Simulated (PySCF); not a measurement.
Cl2, SMILES ClCl (connectivity only; charge and spin as stated), charge +1, multiplicity 2.

Geometry: PBE0-D3(BJ)/def2-TZVPD.

The numbers are results of PBE0-D3(BJ)/def2-TZVPD run with PySCF, not measurements.

Frequencies are harmonic and unscaled.

| mode | ν (cm⁻¹) | IR (km/mol) | moving atoms (share of kinetic energy) |
|---|---|---|---|
| 1 | 675 | 0.0 | Cl 100 % |
